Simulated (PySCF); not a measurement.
Ligands exchanged one at a time, Al Cl-I. Isolated molecules, 0 K electronic values unless said otherwise. Strings in code marks are SMILES.

The dipole moment from two functionals at the same geometries (PBE0-D3(BJ)/def2-TZVP), both in PySCF: PBE-D3(BJ)/def2-TZVP and ωB97X-D3(BJ)/def2-TZVP. 

```tsv
species	PBE-D3(BJ)/def2-TZVP (D)	ωB97X-D3(BJ)/def2-TZVP (D)
0 of 3 Cl replaced by I (`[Cl][Al]([Cl])[Cl]`)	0.00	0.00
1 of 3 Cl replaced by I (`[Cl][Al]([Cl])[I]`)	0.61	0.54
2 of 3 Cl replaced by I (`[Cl][Al]([I])[I]`)	0.57	0.50
3 of 3 Cl replaced by I	0.00	0.00
```

Over these rows, drawn at random from the members with no instability flagged (it was tested for open shells, ions and some series alone), PBE minus ωB97X-D3(BJ): mean +0.04 D, from 0.00 D to +0.07 D.
